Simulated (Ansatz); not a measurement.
# CH6BN: the cost of one run

Program: Ansatz 0.2.0, Gaussian basis. Level of theory: PBE0-D4/def2-SVP. These are calculated values, not measurements.

16 further runs of the same task are left out: 16 set aside as unsound or not needed.

## 1. The starting structure

The first end: 9 atoms, charge 0, spin multiplicity 1.

Atoms are counted from 1 here; the program's logs count them from 0.

Bond lengths: B1–N2 1.392 Å, B1–C3 1.568 Å, B1–H5 1.202 Å, N2–H6 1.007 Å, N2–H7 1.005 Å, C3–H4 1.096 Å, C3–H8 1.096 Å, C3–H9 1.094 Å. Angles: N2–B1–C3 122.0°, N2–B1–H5 117.0°, C3–B1–H5 121.0°, B1–N2–H6 123.1°, B1–N2–H7 123.2°, H6–N2–H7 113.7°, B1–C3–H4 110.3°, B1–C3–H8 110.4°, B1–C3–H9 114.3°, H4–C3–H8 105.5°, H4–C3–H9 108.0°, H8–C3–H9 108.0°.

Coordinates:

```xyz
9
charge 0, multiplicity 1
B    -0.4885    0.2576    0.1972
N     0.4254    1.0538    0.8806
C    -0.0317   -0.9073   -0.7481
H    -0.4591   -1.8590   -0.4137
H    -1.6542    0.5012    0.3622
H     1.4221    0.9313    0.8099
H     0.1537    1.8048    1.4909
H    -0.4206   -0.7518   -1.7603
H     1.0529   -1.0308   -0.8186
```

The second end:

```csv
atom,x (Å),y (Å),z (Å)
B1,-0.54287,0.27076,-0.30195
N2,0.43495,0.50696,0.95085
C3,-0.24567,-0.86345,-1.10201
H4,1.13022,-0.23508,0.95233
H5,-1.38578,1.12193,-0.34946
H6,0.91821,1.40002,0.89813
H7,-0.06283,0.48279,1.83713
H8,-0.82756,-1.13558,-1.97669
H9,0.58144,-1.54845,-0.90834
```

## 2. The band at PBE0-D4/def2-SVP

Input file neb/in.yaml:

```yaml
crystal:
  periodic: [false, false, false]
  atoms:
    - {symbol: B, position_ang: [-0.488474, 0.257616, 0.197169]}
    - {symbol: N, position_ang: [0.425419, 1.053845, 0.880611]}
    - {symbol: C, position_ang: [-0.031698, -0.907285, -0.748063]}
    - {symbol: H, position_ang: [-0.459069, -1.859006, -0.413724]}
    - {symbol: H, position_ang: [-1.654207, 0.501211, 0.362155]}
    - {symbol: H, position_ang: [1.422125, 0.931288, 0.809894]}
    - {symbol: H, position_ang: [0.153701, 1.804804, 1.490907]}
    - {symbol: H, position_ang: [-0.420626, -0.751814, -1.760335]}
    - {symbol: H, position_ang: [1.052927, -1.030759, -0.818615]}
basis:
  gaussian: {orbitals: def2-SVP}
hamiltonian: {xc: pbe0, dispersion: d4}
neb:
  images: 5
  climbing: true
  max_iterations: 40
  initial_path: idpp
  final_atoms:
    - {symbol: B, position_ang: [-0.542873, 0.270755, -0.301955]}
    - {symbol: N, position_ang: [0.434950, 0.506963, 0.950848]}
    - {symbol: C, position_ang: [-0.245671, -0.863455, -1.102009]}
    - {symbol: H, position_ang: [1.130216, -0.235077, 0.952334]}
    - {symbol: H, position_ang: [-1.385782, 1.121932, -0.349462]}
    - {symbol: H, position_ang: [0.918212, 1.400016, 0.898132]}
    - {symbol: H, position_ang: [-0.062826, 0.482788, 1.837134]}
    - {symbol: H, position_ang: [-0.827562, -1.135576, -1.976686]}
    - {symbol: H, position_ang: [0.581437, -1.548447, -0.908335]}
```

Run with:

```bash
ansatz run in.yaml --threads 2 --pin off --events-out ev --progress --plain --max-ram 4352MiB
```

**Question.** How long does this run take on 2 threads of Arm Neoverse V1, shared host?

About 1.8 min.
